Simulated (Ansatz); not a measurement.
# CH4O (triplet): from Hartree-Fock to the top rungs at distance O1–H3 along a hydrogen transfer = 0.960 Å, cc-pVDZ

An exercise on one series of results from a longer session: the logs are not shown, and one member is left open.

Program: Ansatz 0.2.0, Gaussian basis. Level of theory: cc-pVDZ, core rule «outside noble gas», up to 2 orbitals frozen. These are calculated values, not measurements.

Plan: UHF; CCSD(T) on ROHF; CCSD(T) on UHF; BCCD(T) on ROHF; CISD; CCSDT(Q) on ROHF; CCSDT(Q) on UHF; CASSCF and MRCISD+Q, 4 electrons in 4 orbitals; CASSCF and NEVPT2, 4 electrons in 4 orbitals.

9 further runs of the same task are left out: 7 that didn't finish, 2 set aside as unsound or not needed.

### The geometry

The geometry derives from fragments relaxed apart (PBE0/def2-TZVP) and kept rigid, so it is no stationary point. A hydrogen atom is moved between rigid fragments.

6 atoms, charge 0, spin multiplicity 3.

Atoms are counted from 1 here; the program's logs count them from 0.

Bond lengths: O1–H2 0.960 Å, O1–H3 0.960 Å, C4–H5 1.079 Å, C4–H6 1.079 Å. Angles: H2–O1–H3 105.1°, H5–C4–H6 134.8°.

The first run:

in.yaml reads:

```yaml
crystal:
  periodic: [false, false, false]
  atoms:
    - {symbol: O, position_ang: [-1.072333, -0.029147, 0.000000]}
    - {symbol: H, position_ang: [-1.321643, 0.897428, 0.000000]}
    - {symbol: H, position_ang: [-0.112804, -0.029147, 0.000000]}
    - {symbol: C, position_ang: [1.266667, -0.029147, 0.000000]}
    - {symbol: H, position_ang: [1.681135, -0.029147, 0.996161]}
    - {symbol: H, position_ang: [1.681135, -0.029147, -0.996161]}
basis:
  gaussian: {orbitals: cc-pVDZ}
magnetization: {spin_polarized: true, initial_magnetization: 2}
hamiltonian: {xc: hf}
output: {orbitals: {seedname: orbitals}}
```

The run is started by

```console
$ ansatz run in.yaml --threads 1 --pin off --events-out ev --progress --plain --max-ram 2393MiB
```

Steps of the session up to this table: UHF; CCSD(T) on ROHF; CCSD(T) on UHF; BCCD(T) on ROHF; CISD; CCSDT(Q) on ROHF; CCSDT(Q) on UHF; CASSCF and MRCISD+Q, 4 electrons in 4 orbitals; CASSCF and NEVPT2, 4 electrons in 4 orbitals.

One of the session's tables, all rows but one given; the rest of the session is left out.

```
       method  from UCCSDT(Q) (meV)
         ROHF               +9555.8
          UHF               +9324.4
         RMP2                +993.5
         UMP2                +993.5
         CISD                +927.2
        RCCSD                +207.1
        UCCSD                +202.4
     RCCSD(T)                 +34.9
     UCCSD(T)                 +34.2
      BCCD(T)                     ?
       RCCSDT                 +18.0
       UCCSDT                 +16.9
    RCCSDT(Q)                  +1.3
    UCCSDT(Q)                     0
  CASSCF pair               +8986.1
  NEVPT2 pair               +1010.0
  MRCISD pair                +849.1
MRCISD+Q pair                +107.7
```

Q: Estimate the row for BCCD(T) from the others.

As computed: from UCCSDT(Q) (meV): +34.6. In the column «from UCCSDT(Q) (meV)» it lies between UCCSD(T) (+34.2) and RCCSD(T) (+34.9).

Caveats from the session: Restricted and unrestricted rows rest on different reference determinants; where their highest levels disagree by more than a few hundredths of an eV, they describe different states and don't form one ladder.
